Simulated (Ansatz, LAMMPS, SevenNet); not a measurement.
## How well does each level of theory give the bulk modulus of hcp Sc?

Reference value: 55.6 GPa (measured, zero-point energy and finite temperature contributions removed, sources range from 44.5 to 55.6; as tabulated in doi:10.1021/acs.jctc.3c00612).

Question: What do Lennard-Jones uff-vdw, SevenNet-0, LDA, PBE, PBEsol, r²SCAN give, and how far is each from the reference?

Answer: 
```json
[
 {"level (code)": "Lennard-Jones uff-vdw (LAMMPS)", "value (GPa)": "0.4", "cell (Å³/atom)": "23.22", "error (%)": "-99"},
 {"level (code)": "SevenNet-0 (SevenNet)", "value (GPa)": "52.4", "cell (Å³/atom)": "24.64", "error (%)": "-5.8"},
 {"level (code)": "LDA (Ansatz)", "value (GPa)": "61.6", "cell (Å³/atom)": "22.53", "error (%)": "+10.8"},
 {"level (code)": "PBE (Ansatz)", "value (GPa)": "54.2", "cell (Å³/atom)": "24.65", "error (%)": "-2.5"},
 {"level (code)": "PBEsol (Ansatz)", "value (GPa)": "57.2", "cell (Å³/atom)": "23.65", "error (%)": "+2.9"},
 {"level (code)": "r²SCAN (Ansatz)", "value (GPa)": "54.9", "cell (Å³/atom)": "24.92", "error (%)": "-1.3"}
]
```

Leaving aside Lennard-Jones uff-vdw, which can be fitted to such values or carry a doubt: With a margin of 19.9 % (twice that across the reference) picked here for doubts on the reference and the settings, these levels can't be ranked.

Lennard-Jones uff-vdw: this is a force field's van der Waals term alone, without bonds or charges. Each level is taken at its own relaxed cell. Cutoffs differ between the levels. Ansatz's density-functional and Hartree–Fock values are scalar-relativistic unless marked +SOC, with PAW data made under PBE.

Machine-learned potentials (SevenNet-0) are trained on DFT data, which may include these solids.

Differences are worked out from the printed values.

Ansatz is a first-principles code.
